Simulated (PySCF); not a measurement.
Species: methyl propyl sulfide, C4H10S.
Structure used (GFN2-xTB), in Å, numbered top down from 1:
```xyz
15
C4H10S angstrom
C     -2.214   -0.190    0.076
C     -0.813    0.302   -0.266
C      0.051    0.403    0.981
S      1.710    1.082    0.650
C      2.476   -0.321   -0.211
H     -2.704    0.497    0.763
H     -2.819   -0.266   -0.824
H     -2.171   -1.170    0.546
H     -0.868    1.284   -0.739
H     -0.354   -0.387   -0.978
H     -0.392    1.094    1.698
H      0.179   -0.570    1.459
H      2.384   -1.214    0.401
H      2.007   -0.467   -1.179
H      3.522   -0.067   -0.344
```

PySCF, density fitting, gas phase, GFN2-xTB geometry. The standard run uses grid level 2 after a coarse-grid start, the def2-universal JK fitting basis (with tight functions added where the orbital basis needs them), an energy threshold of 1e-9 Eh and DIIS. The changed runs have no coarse-grid stage.

Standard PBE0/Sadlej pVTZ: E = -556.334667 Eh, HOMO -6.204 eV, LUMO -0.071 eV, dipole 1.771 D, 12 cycles (coarse-grid cycles included). What changes at PBE0/Sadlej pVTZ with: fitting basis def2-universal-jkfit?

E = -556.334683 Eh (-0.016 mEh), HOMO -6.204 eV (0.000), LUMO -0.071 eV (0.000), dipole 1.771 D (0.000), 10 SCF cycles. The result matches the standard run within 0.02 mEh and 0.003 eV.

The cycles:
```
cycle   1  E = -556.3040408774  dE =  2.418e-01  |g| = 3.296e-01  |ddm| = 2.103e+01
cycle   2  E = -556.3057935248  dE = -1.753e-03  |g| = 3.269e-01  |ddm| = 3.034e+00
cycle   3  E = -556.3342541686  dE = -2.846e-02  |g| = 3.835e-02  |ddm| = 1.574e+00
cycle   4  E = -556.3345446758  dE = -2.905e-04  |g| = 2.210e-02  |ddm| = 1.913e-01
cycle   5  E = -556.3346796647  dE = -1.350e-04  |g| = 3.596e-03  |ddm| = 6.852e-02
cycle   6  E = -556.3346824215  dE = -2.757e-06  |g| = 1.296e-03  |ddm| = 2.440e-02
cycle   7  E = -556.3346828331  dE = -4.115e-07  |g| = 3.261e-04  |ddm| = 5.923e-03
cycle   8  E = -556.3346828617  dE = -2.862e-08  |g| = 7.435e-05  |ddm| = 1.492e-03
cycle   9  E = -556.3346828630  dE = -1.363e-09  |g| = 2.001e-05  |ddm| = 3.309e-04
cycle  10  E = -556.3346828632  dE = -1.060e-10  |g| = 5.575e-06  |ddm| = 1.036e-04
```
